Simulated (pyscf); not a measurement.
## Routes from •H₂Si–O–SiH₃ + hydrogen fluoride (HF)

Candidate steps break at most two bonds and form at most two. Each was searched with GFN2-xTB (tblite) first. Single points on ωB97X-D3(BJ)/def2-SVP structures (PySCF, gas phase). Energies: ωB97M-D3(BJ)/def2-TZVP, eV, from the separated reactants, doublet surface; ΔG‡ with ideal gas, 1 atm, RRHO with modes under 100 cm⁻¹ raised to 100, one conformer, R ln 2 for chiral ones without a mode under 150 cm⁻¹.

```json
[
 {"products": "F–SiH₂–O–SiH₃ + H•", "type": "atom transfer", "ΔE‡": "0.69", "ΔE": "-0.98", "ΔG‡ 298 K": "1.07", "ΔG‡ 900 K": "2.02", "ν‡ (cm⁻¹)": "643i"},
 {"products": "F–SiH•–O–SiH₃ + H₂", "type": "four-centre exchange", "ΔE‡": "1.04", "ΔE": "-1.32", "ΔG‡ 298 K": "1.46", "ΔG‡ 900 K": "2.46", "ν‡ (cm⁻¹)": "1138i"}
]
```

Row 1: On the reactant side the descent ends in a complex (not fully relaxed), 0.20 eV under the separated species and 0.85 eV under the saddle at ωB97X-D3(BJ)/def2-TZVP. 

Plain bond fissions and candidates not yet searched are not listed, and one of them may be faster. Each barrier is that of the saddle found; lower ones may exist.
